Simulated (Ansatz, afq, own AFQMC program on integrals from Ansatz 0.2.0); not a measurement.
Integrals from Ansatz 0.2.0, then the random walk in our own AFQMC program (afq).

```yaml
crystal:
  periodic: [false, false, false]
  atoms:
    - {symbol: Se, position_ang: [0.000000, 0.000000, 0.000000]}
    - {symbol: Se, position_ang: [0.000000, 0.000000, 2.087000]}
basis:
  gaussian: {orbitals: cc-pVDZ}
total_charge: 1
magnetization: {spin_polarized: false, initial_magnetization: 1}
correlation: {method: ccsd_t, electrons: outside_noble_gas, hamiltonian_folder: ham}
```

```sh
$ ansatz run in.yaml --threads 1 --pin off --events-out ev --progress --plain --max-ram 1382MiB
```

Options of the walk:

```
--method phaseless --trial cisd --walkers 60 --populations 1 --least-time 40 --time-step 0.005 --steps-per-block 50 --equilibration-blocks 28 --max-blocks 300 --target-error 0.0004 --factor-cut 1e-05 --start spin_pure --seed 1996 --release-times 0.24,0.51,0.99,1.62,2.4 --release-step 0.03 --release-every 4 --taylor-order 6
```

Times are imaginary, in 1/Eh. The walk had a cap of 491 s. Filled inner d shells are frozen with the cores.

Log:

```
orbitals 26  electrons 6 5  factors 192 of 658
reference energy -4799.30533048 Eh
CCSD correlation -0.24305715 Eh in 10 cycles, weight of the determinant in the CISD state 0.8523
energy of the start -4799.548385 Eh
 block  time / (1/Eh)  mean weight  energy / Eh
     1     0.250  0.9981  -4799.544065
     2     0.500  1.0002  -4799.546244
     3     0.750  1.0003  -4799.545489
     4     1.000  0.9998  -4799.552891
     5     1.250  1.0018  -4799.555980
     7     1.750  1.0001  -4799.555341
     9     2.250  1.0000  -4799.551534
    17     4.250  1.0012  -4799.555234
    33     8.250  1.0018  -4799.553859
    49    12.250  1.0002  -4799.564214
    65    16.250  1.0002  -4799.553706
    81    20.250  0.9992  -4799.557539
    97    24.250  0.9997  -4799.570093
   113    28.250  0.9997  -4799.574441
   129    32.250  0.9959  -4799.551847
   145    36.250  0.9975  -4799.566164
   161    40.250  0.9969  -4799.549569
   177    44.250  0.9985  -4799.561914
   193    48.250  0.9996  -4799.572697
   209    52.250  1.0010  -4799.560971
   225    56.250  1.0004  -4799.558548
   241    60.250  1.0001  -4799.555160
   257    64.250  1.0016  -4799.554229
   273    68.250  1.0006  -4799.587331
   289    72.250  0.9999  -4799.575544
   305    76.250  0.9985  -4799.579974
   321    80.250  0.9986  -4799.547279
blocks merged  error / Eh  count
     1  0.000445  300
     2  0.000552  150
     4  0.000663  75
     8  0.000708  37
    16  0.000806  18
    32  0.000799  9
released: time / (1/Eh)  energy / Eh  error  mean overlap
  0.24  -4799.561209  0.000700  1.0024
  0.51  -4799.562101  0.000637  1.0052
  0.99  -4799.561737  0.000624  1.0178
  1.62  -4799.561562  0.000722  1.0302
  2.40  -4799.561133  0.000694  1.0314
energy -4799.561176 +/- 0.000806 Eh
(rows thinned)
```

The run passed its tests (sampling time, drift between the halves within three errors, error under three times the target), which doesn't prove that it has relaxed.

Against this walk (error 21.9 meV) on the same determinant: CCSD(T) 11.7 meV higher (within the noise), CCSDT(Q) 51.5 meV lower. The error is statistical and leaves out the bias of the constraint. None of these is a sure reference here. Released to 2.40 1/Eh the energy moves by 1 ± 29 meV (both errors), within twice the noise.

Cautions: constraint bias not in the error; error above the target (21.9 against 10.9 meV); no relativity below Rb; no spin-orbit coupling; inner d shell frozen; higher spins were not checked; a spin-contaminated unrestricted determinant lies lower (UHF 543 meV lower, ⟨S²⟩ 1.36).

The walk took 3.2 min on 1 thread of Intel(R) Xeon(R) 6975P-C (Granite Rapids) (shared host). The log's last line is the phaseless energy.

CCSDT and higher add their correlation energy to the determinant of the CCSD(T) run, since their own runs factorise the integrals more tightly (a shift of under 2 meV). A walk keeps the symmetry of its determinant, which the program's search chose and which needn't be the lowest solution, so a lower state of the same spin and another symmetry isn't excluded.
